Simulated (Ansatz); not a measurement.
System: grey tin (α-Sn). Method: r²SCAN (PAW; Ansatz, a quantum-chemistry and plane-wave program).

Numerical settings: plane-wave cutoff 500 eV, 20×20×20 k mesh, Fermi–Dirac smearing 0.1 eV, scalar-relativistic PAW data made under PBE.

Computed at the level's own relaxed cell.

### Question
Give the computed equilibrium volume per atom and lattice constant a.

### Answer

- equilibrium volume per atom = 35.38 Å³/atom
- lattice constant a = 6.566 Å

The run finds no gap.

Measured, for comparison: equilibrium volume per atom 33.97 Å³/atom, lattice constant a 6.477 Å (static lattice: zero-point anharmonic expansion removed; as tabulated in Mejia-Rodriguez and Trickey (2018), arXiv:1807.09216). Computed (rounded) less measured: equilibrium volume per atom +4.2 %, lattice constant a +1.4 %.

Spin–orbit coupling is not included.

The computed numbers hold no vibrational or temperature effects.
